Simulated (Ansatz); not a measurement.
## Four-centre ligand exchange

Start structure (AlH3ClF, singlet), relaxed at PBE0-D4/def2-TZVP:

```
atom    x (Å)    y (Å)    z (Å)
 Al1  -0.5923   0.1039  -0.3271
 Cl2   1.2684   1.1692  -0.7264
  H3  -0.9233  -1.0472  -1.3481
  H4  -1.6300   0.8987   0.5496
  H5   1.3148  -0.2966   0.7937
  F6   0.5624  -0.8279   1.0583
```

The step: AlH₂Cl ([AlH2][Cl]) + HF → AlH₂F ([F][AlH2]) + HCl (still joined by a long Al–Cl bond); bonds formed: Cl2–H5; dative contacts that become bonds: Al1–F6; bonds broken: H5–F6; bonds weakened to dative contacts: Al1–Cl2. Computed with Ansatz 0.2.0 (basis: def2-TZVPP and def2-QZVPP); correlated methods freeze the cores. Extrapolation: Hartree–Fock as exp(−7.88 √X), correlation as X^−2.97. Energies below are by CCSD(T) at an estimated basis limit (MP2 extrapolated from triple and quadruple zeta, plus CCSD(T) − MP2 in triple zeta).

(1) What are the electronic barrier and the energy of the step, from the start structure to the end structure? (Judge from chemistry; the value comes from the calculation.)

No T1 diagnostic of these runs exceeds 0.011.

## Answers

(1) The calculation gives: Barrier 0.271 eV; step energy 0.004 eV (uphill); reverse barrier, their difference, 0.268 eV. Barrier and step energy count from the start structure, the reverse barrier from the end structure.

The saddle point: One imaginary mode of 504i cm⁻¹.
```csv
pair,start (Å),saddle (Å),end (Å)
Al1–F6,2.03,1.79,1.67
Cl2–H5,2.11,1.47,1.29
Al1–Cl2,2.18,2.38,2.62
H5–F6,0.96,1.27,2.27
```

Zero-point energy (harmonic, PBE0-D4): ZPE is 0.743 eV at the start and 0.638 eV at the saddle, so the barrier goes from 0.271 to 0.166 eV.

First-order rate constant out of the start structure at 498 K by transition-state theory, with harmonic vibrational free energies alone and no tunnelling: ΔA‡ = 0.215 eV, so k = (kB T/h) exp(−ΔA‡/kB T) ≈ 10^11 s⁻¹ (an order of magnitude at best: rotation, the number of equivalent paths and anharmonicity are left out).

Labels in which every atom is bracketed show which atoms are joined, not bond orders.

For scale, one of the runs: CCSD(T)/def2-TZVPP, 157 basis functions, launched by `ansatz run in.yaml --threads 2 --pin off --events-out ev --progress --plain --max-ram 4352MiB`. Time: 12 s of wall clock on 2 CPU threads of an Intel Xeon Platinum 8488C; the host was shared. Peak host memory: 1.1 GiB.
